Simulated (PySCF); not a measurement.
Electric properties by functional and basis

Species: cyanoacetylene, C3HN.
Bonds: C1–C2 (triple), C2–C3, C3–N4 (triple). Hydrogens: H5 on C1.

PySCF, dipoles from the SCF density, polarisabilities from static response with core orbitals frozen. Geometry: PBE0-D3(BJ)/def2-SVP; no solvent, vibrations or thermal averaging.

Problem. Compare the levels for these properties.

Solution. 

```json
{"level": "LDA/def2-SVPD", "μ (D)": "3.886", "error (%)": "+4.5", "α (Å³)": "6.03", "anisotropy (Å³)": "6.85"}
{"level": "PBE/def2-SVPD", "μ (D)": "3.798", "error (%)": "+2.1", "α (Å³)": "5.99", "anisotropy (Å³)": "6.86"}
{"level": "B3LYP/def2-SVPD", "μ (D)": "3.907", "error (%)": "+5.0", "α (Å³)": "5.92", "anisotropy (Å³)": "6.68"}
{"level": "PBE0/def2-SVPD", "μ (D)": "3.905", "error (%)": "+5.0", "α (Å³)": "5.85", "anisotropy (Å³)": "6.58"}
{"level": "BHandHLYP/def2-SVPD", "μ (D)": "4.027", "error (%)": "+8.3", "α (Å³)": "5.78", "anisotropy (Å³)": "6.43"}
{"level": "CAM-B3LYP/def2-SVPD", "μ (D)": "3.957", "error (%)": "+6.4", "α (Å³)": "5.83", "anisotropy (Å³)": "6.47"}
{"level": "wB97X-D/def2-SVPD", "μ (D)": "3.959", "error (%)": "+6.4", "α (Å³)": "5.90", "anisotropy (Å³)": "6.43"}
{"level": "LC-wPBE/def2-SVPD", "μ (D)": "3.938", "error (%)": "+5.9", "α (Å³)": "5.67", "anisotropy (Å³)": "6.21"}
{"level": "HF/def2-SVPD", "μ (D)": "4.197", "error (%)": "+12.8", "α (Å³)": "5.71", "anisotropy (Å³)": "6.16"}
```

Reference dipole: 3.720 D (measured, gas; NIST CCCBDB Release 22 (SRD 101), experimental dipoles). The anisotropy is √(½[(α1 − α2)² + (α2 − α3)² + (α3 − α1)²]). For the dipole, the smallest error is 2.1% (PBE/def2-SVPD) and the largest 12.8% (HF/def2-SVPD). The dipole runs from 3.80 D (PBE/def2-SVPD) to 4.20 D (HF/def2-SVPD). In one basis (def2-SVPD) the functionals order the polarisability from LC-wPBE (lowest) to LDA (highest), a spread of 6%. Measured values can belong to vibrating molecules and may average over conformers; the computed ones are for one fixed geometry.
